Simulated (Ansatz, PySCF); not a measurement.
Molecule: C2H3O2, charge 0, multiplicity 2. It need not be the lowest isomer of its formula. 
Coordinates optimised at B3LYP-D3(BJ)/def2-TZVP (Ansatz, a quantum-chemistry and plane-wave program):
```
O
C 1 1.3604
O 2 1.1951 1 125.32
C 1 1.3612 2 118.71 3 0.00
H 4 1.0748 1 114.14 2 180.00
H 4 1.0762 5 126.70 1 -180.00
H 2 1.0948 3 126.24 1 180.00
```
Charge 0, spin multiplicity 2.


Property: enthalpy of formation at 298 K (from the atomisation energy, B3LYP-D3(BJ)/def2-TZVP harmonic zero-point and thermal terms from PySCF, and the atoms' enthalpies of formation in the G2/97 table; no spin-orbit terms, and no core term in the frozen-core levels), in kcal/mol. Valence correlation only, unless marked. Open shells are spin-unrestricted. No spin-orbit coupling. No relativistic terms. The coupled-cluster limit lacks core correlation, which all-electron functionals hold. Basis-set limits of correlation are two-point, X^-3; Hartree-Fock from the larger set. [CCSD(T)-MP2]/basis is that difference in the basis named.

```json
[
 {"level": "RI-HF/cc-pVQZ", "program": "Ansatz", "enthalpy of formation at 298 K (kcal/mol)": "176.5"}
]
```

**Question.** Estimate the value at RI-MP2/CBS(cc-pVTZ,cc-pVQZ)+[CCSD(T)-MP2]/cc-pVTZ as computed with Ansatz.

**Answer.** -37.1 kcal/mol
